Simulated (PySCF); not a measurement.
Gas-phase reaction: 2 c-Si3H6 = 3 Si + 3 SiH4

Method: PySCF energies plus ideal-gas RRHO corrections (1 bar). † marks an energy on the PBE0/def2-TZVP geometry and frequencies; other levels use their own. MP2 freezes the core. 6-31G* has spherical d functions here. Open shells (unrestricted): Si (multiplicity 3); the rest are closed-shell singlets. Spin-orbit splitting is ignored; it lowers the true energy and changes the entropy of Si. c-Si3H6: computed as isolated molecules; such fragments, hydroxides, amides, oligomers or adducts are transient or little studied in the gas. MP2 isn't extrapolated to the basis-set limit.

PBE0/def2-SVP† gives ΔH°(298 K) = 972 kJ.

Q: What do BLYP/def2-TZVP†, HF/6-31G*, MP2/def2-SVP† give?

A: BLYP/def2-TZVP†: 843 kJ; HF/6-31G*: 501 kJ; MP2/def2-SVP†: 822 kJ. For scale, ΔH°(298 K) is 972 kJ at this level, 931 kJ at ωB97M-V/def2-TZVP†, and runs from 501 to 1193 kJ over the 20 levels computed.
